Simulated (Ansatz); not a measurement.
# SiCl+ (quintet): the correlation ladder, cc-pVDZ

An exercise on one series of results from a longer session: the logs are not shown, and one member is left open.

Program: Ansatz 0.2.0, Gaussian basis. Level of theory: cc-pVDZ, core rule «outside noble gas», up to 10 orbitals frozen. These are calculated values, not measurements.

Plan: UHF; CCSD(T) on ROHF; CCSD(T) on UHF; BCCD(T) on ROHF; CISD; CCSDT(Q) on ROHF; CCSDT(Q) on UHF; CISDTQ; CCSDTQ on ROHF; CCSDTQ on UHF.

10 further runs of the same task are left out: 3 for a known fault of the program, 2 that didn't finish, 5 set aside as unsound or not needed.

## The geometry

The geometry is a PBE0/def2-TZVP stationary point (not a proven minimum) of the parent state, kept for this charge and spin.

2 atoms, charge 1, spin multiplicity 5.

Atoms are counted from 1 here; the program's logs count them from 0.

Bond lengths: Si1–Cl2 2.058 Å.

Geometry (Å):

```
Si    0.0000    0.0000    0.0000
Cl    0.0000    0.0000    2.0579
```

Set-up of the first run:

Contents of in.yaml:

```yaml
crystal:
  periodic: [false, false, false]
  atoms:
    - {symbol: Si, position_ang: [0.000000, 0.000000, 0.000000]}
    - {symbol: Cl, position_ang: [0.000000, 0.000000, 2.057900]}
basis:
  gaussian: {orbitals: cc-pVDZ}
total_charge: 1
magnetization: {spin_polarized: true, initial_magnetization: 4}
hamiltonian: {xc: hf}
output: {orbitals: {seedname: orbitals}}
```

Launch:

```bash
$ ansatz run in.yaml --threads 1 --pin off --events-out ev --progress --plain --max-ram 4096MiB --backend cpu
```

Steps of the session up to this table: UHF; CCSD(T) on ROHF; CCSD(T) on UHF; BCCD(T) on ROHF; CISD; CCSDT(Q) on ROHF; CCSDT(Q) on UHF; CISDTQ; CCSDTQ on ROHF; CCSDTQ on UHF.

One table of the session follows, with a row left open; its other results are not shown here.

```
   method  from UCCSDTQ (kJ/mol)
     ROHF                 +439.2
      UHF                 +426.7
     RMP2                      ?
     UMP2                  +74.2
     CISD                  +28.8
    RCCSD                  +10.6
    UCCSD                  +10.3
 RCCSD(T)                   +2.4
 UCCSD(T)                   +2.3
  BCCD(T)                   +2.4
   RCCSDT                   +0.7
   UCCSDT                   +0.7
   CISDTQ                   +0.7
RCCSDT(Q)                   +0.1
UCCSDT(Q)                    0.0
  RCCSDTQ                   +0.1
  UCCSDTQ                      0
```

**Question.** Estimate the row for RMP2.

As computed: from UCCSDTQ (kJ/mol): +72.7. In the column «from UCCSDTQ (kJ/mol)» it lies between CISD (+28.8) and UMP2 (+74.2).

Limits of these values: Restricted and unrestricted rows rest on different reference determinants; where their highest levels disagree by more than a few hundredths of an eV, they describe different states and don't form one ladder.
